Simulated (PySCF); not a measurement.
This PySCF input asks for the NMR shieldings of `InChI=1S/BH5SSi/c1-2-3/h1H2,3H3`; the geometry comes from PBE0-D3(BJ)/def2-SVP.

```python
import basis_set_exchange as bse
import numpy as np
from pyscf import gto, dft
from pyscf.prop import nmr

atoms = """
B     1.782277   -0.003494    0.361669
S     0.347788    0.134799    1.405837
Si   -1.223516   -0.093299   -0.074530
H     1.682988   -0.178547   -0.828879
H     2.852887    0.087746    0.905904
H    -1.126050    0.992801   -1.090466
H    -1.104281   -1.422561   -0.738038
H    -2.520480    0.001797    0.653280
"""
names = dict.fromkeys(["B", "S", "Si", "H"], "pcSseg-1")
basis = {el: gto.basis.parse(bse.get_basis(n, elements=[el], fmt="nwchem")) for el, n in names.items()}
mol = gto.M(atom=atoms, basis=basis, charge=0, verbose=0)
mf = dft.RKS(mol, xc="PBE0")
mf.grids.level = 2
mf.grids.alignment = dft.numint.BLKSIZE   # the property module wants whole blocks of grid points
mf.conv_tol = 1e-9
mf.kernel()

calc = nmr.RKS(mf)   # GIAO
C = mf.mo_coeff
Co = C[:, mf.mo_occ > 0]
resp = mf.gen_response(singlet=True, hermi=2)
def vind(x):   # induced exchange potential for any number of trial vectors
    d = np.einsum("pi,xij,qj->xpq", C, 2 * x.reshape(-1, C.shape[1], Co.shape[1]), Co, optimize=True)
    return np.einsum("xpq,pi,qj->xij", resp(d - d.transpose(0, 2, 1)), C, Co, optimize=True).ravel()
mo1, _ = nmr.rhf.solve_mo1(calc, with_cphf=vind)
sigma = calc.kernel(mo1)
for i, s in enumerate(sigma):   # ppm
    print("%2d %-2s %9.2f" % (i, mol.atom_pure_symbol(i), np.trace(s) / 3))
```

Question: Give the expected output.

Answer: 
```
 0 B      26.63
 1 S     510.61
 2 Si    397.51
 3 H      24.02
 4 H      23.85
 5 H      26.53
 6 H      26.52
 7 H      26.57
```

These numbers come from an equivalent density-fitted implementation of the same equations, which agrees with the script to about 0.01 ppm for H and up to a few tenths of a ppm for heavy atoms, so last digits may differ.

Question: Turn these shieldings into chemical shifts. Shifts are taken against calculated references (same method and geometry level): BF3·OEt2 for $^{11}$B (100.73 ppm); $^{33}$S (495.66 ppm) vs CS2; $^{29}$Si (351.99 ppm) and $^{1}$H (31.27 ppm) vs TMS.

Answer: Averaging equivalent atoms: B 0: 74.1; S 1: -15; Si 2: -45.5; H 3/4: 7.33; H 5/6/7: 4.73 ppm. 

Size and cost of the density-fitted run: 90 basis functions, 4.6 s wall time on 1 thread of an Arm Neoverse V1, shared host.
